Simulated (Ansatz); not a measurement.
Relaxation of BClFH (4 atoms, charge 0, multiplicity 1), to a largest force component of 0.03 eV/Å in at most 50 steps.

All numbers below come from RKS PBE0-D4/def2-SVPD in Ansatz.

```xyz
4
Properties=species:S:1:pos:R:3
B 0.237 0.000 0.187
H 0.240 0.000 1.374
F 1.404 0.000 -0.417
Cl -1.225 0.000 -0.765
```

Task: Where does it end, and by what steps?

Result: It converged. After 3 steps the energy has fallen by 0.011 eV; H2 moved furthest, 0.03 Å.

```json
{"step": "0", "energy less start (eV)": "0.0000", "largest force component (eV/Å)": "0.325", "accepted": "yes"}
{"step": "1", "energy less start (eV)": "-0.0089", "largest force component (eV/Å)": "0.182", "accepted": "yes"}
{"step": "2", "energy less start (eV)": "-0.0108", "largest force component (eV/Å)": "0.068", "accepted": "yes"}
{"step": "3", "energy less start (eV)": "-0.0108", "largest force component (eV/Å)": "0.022", "accepted": "yes"}
```

```xyz
4
Properties=species:S:1:pos:R:3
B 0.253 0.000 0.190
H 0.213 0.000 1.388
F 1.408 0.000 -0.442
Cl -1.218 0.000 -0.756
```

The run took 4.2 s on 2 threads of Arm Neoverse V1, with other jobs on the host, peak memory 0.13 GiB.
